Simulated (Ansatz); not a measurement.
# CH4BF: taking an electron away

An exercise on one series of results from a longer session: the logs are not shown, and one member is left open.

Method: unrestricted cation, the program's frozen cores in correlated methods; program: Ansatz 0.2.0, Gaussian basis.

Levels to be run: UKS PBE-D4/def2-TZVPP; UKS r2SCAN-D4/def2-TZVPP; UKS PBE0-D4/def2-TZVPP; UKS B3LYP-D4/def2-TZVPP; UKS wB97X-V/def2-TZVPP; UKS wB97M-V/def2-TZVPP; UKS B2PLYP/def2-TZVPP; UHF-CCSD(T)/def2-TZVPP; UHF-CCSD(T)/def2-QZVPP; extrapolation to the limit; then −ε(HOMO) from the neutral's earlier runs with LDA (SPW92), PBE-D4, revPBE-D4, BLYP-D4, r2SCAN-D4, B97M-V, PBE0-D4, B3LYP-D4, r2SCANh-D4, r2SCAN0-D4, HSE06-D4, BHLYP-D4, CAM-B3LYP-D4, LC-ωPBE, ωB97X-V, ωB97M-V.

## Structure used throughout

An earlier PBE0-D4 in a triple-zeta def2 set relaxation fixed the geometry.

7 atoms, charge 0, spin multiplicity 1.

Atoms are counted from 1 here; the program's logs count them from 0.

Bond lengths: C1–B2 1.553 Å, C1–H4 1.091 Å, C1–H5 1.096 Å, C1–H6 1.096 Å, B2–F3 1.326 Å, B2–H7 1.202 Å. Angles: B2–C1–H4 114.0°, B2–C1–H5 109.6°, B2–C1–H6 109.7°, H4–C1–H5 109.0°, H4–C1–H6 109.0°, H5–C1–H6 105.1°, C1–B2–F3 120.6°, C1–B2–H7 123.5°, F3–B2–H7 116.0°.

Geometry (Å):

```mol
CH4BF
  3D, bonds by distance, orders not assigned

  7  6  0  0  0  0  0  0  0  0999 V2000
   -0.5636    0.3316   -0.1770 C   0  0
    0.7302   -0.4332    0.2140 B   0  0
    1.0178   -1.6016   -0.3444 F   0  0
   -1.1753   -0.1818   -0.9204 H   0  0
   -0.3026    1.3266   -0.5555 H   0  0
   -1.1686    0.5160    0.7181 H   0  0
    1.5233   -0.0256    1.0196 H   0  0
  1  2  8  0
  2  3  8  0
  1  4  8  0
  1  5  8  0
  1  6  8  0
  2  7  8  0
M  END
```

The first run:

Input file in.yaml:

```yaml
crystal:
  periodic: [false, false, false]
  atoms:
    - {symbol: C, position_ang: [-0.563616, 0.331581, -0.177025]}
    - {symbol: B, position_ang: [0.730182, -0.433208, 0.213996]}
    - {symbol: F, position_ang: [1.017763, -1.601568, -0.344417]}
    - {symbol: H, position_ang: [-1.175269, -0.181815, -0.920384]}
    - {symbol: H, position_ang: [-0.302579, 1.326637, -0.555530]}
    - {symbol: H, position_ang: [-1.168630, 0.516023, 0.718077]}
    - {symbol: H, position_ang: [1.523348, -0.025551, 1.019581]}
basis:
  gaussian: {orbitals: def2-TZVPP}
total_charge: 1
magnetization: {spin_polarized: true, initial_magnetization: 1}
hamiltonian: {xc: pbe, dispersion: d4}
```

On the command line:

```sh
> ansatz run in.yaml --threads 2 --pin off --events-out ev --progress --plain --max-ram 32768MiB --backend cpu
```

Steps of the session up to this table: Cation, UKS PBE-D4/def2-TZVPP; Cation, UKS r2SCAN-D4/def2-TZVPP; Cation, UKS PBE0-D4/def2-TZVPP; Cation, UKS B3LYP-D4/def2-TZVPP; Cation, UKS wB97X-V/def2-TZVPP; Cation, UKS wB97M-V/def2-TZVPP; Cation, UKS B2PLYP (frozen core)/def2-TZVPP; Cation, UHF-CCSD(T)/def2-TZVPP; Cation, UHF-CCSD(T)/def2-QZVPP.

One of the session's tables, all rows but one given; the rest of the session is left out.

Orbital estimates, from the neutral's runs:

| functional | −ε(HOMO) (eV) |
| --- | --- |
| LDA (SPW92) | 7.50 |
| PBE-D4 | 7.41 |
| revPBE-D4 | 7.37 |
| BLYP-D4 | 7.37 |
| r2SCAN-D4 | 7.75 |
| B97M-V | 7.87 |
| PBE0-D4 | 8.97 |
| B3LYP-D4 | 8.78 |
| r2SCANh-D4 | 8.33 |
| r2SCAN0-D4 | 9.19 |
| HSE06-D4 | 8.56 |
| BHLYP-D4 | 10.49 |
| CAM-B3LYP-D4 | ? |
| LC-ωPBE | 11.81 |
| ωB97X-V | 11.47 |
| ωB97M-V | 11.33 |

**Question.** Estimate the row for CAM-B3LYP-D4.

**Answer.** −ε(HOMO) (eV): 10.48. In the column «−ε(HOMO) (eV)» it lies between r2SCAN0-D4 (9.19) and BHLYP-D4 (10.49).
